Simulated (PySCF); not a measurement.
Gas-phase reaction: 2 CH2F2 + C4H10 (isobutane) → CH3CHF2 + 2 C2H5F

Energies from PySCF (xtb for GFN2), thermal terms from the rigid-rotor harmonic-oscillator model, ideal gas at 1 bar. † marks an energy on the PBE0/def2-TZVP geometry and frequencies; other levels use their own. MP2 and CCSD(T) freeze the core. All species are closed-shell singlets. B3LYP is the form with VWN-RPA correlation. MP2 isn't extrapolated to the basis-set limit. CCSD(T) isn't extrapolated to the basis-set limit.

```csv
level,"ΔH°(298 K), kJ"
B3LYP/def2-TZVP†,-25
BLYP/def2-TZVP†,[?]
CCSD(T)/def2-SVP†,[?]
GFN2-xTB,[?]
HF/def2-TZVP†,-22
MP2/def2-SVP†,1
MP2/def2-TZVPP†,-3
PBE/def2-TZVP†,-19
r2SCAN/def2-TZVP†,-19
ωB97M-V/def2-TZVP†,-16
ωB97X-V/def2-TZVP†,[?]
```

Question: Complete the blanks.

Answer: 
- BLYP/def2-TZVP†, ΔH°(298 K), kJ: -27
- CCSD(T)/def2-SVP†, ΔH°(298 K), kJ: -4
- GFN2-xTB, ΔH°(298 K), kJ: -23
- ωB97X-V/def2-TZVP†, ΔH°(298 K), kJ: -17
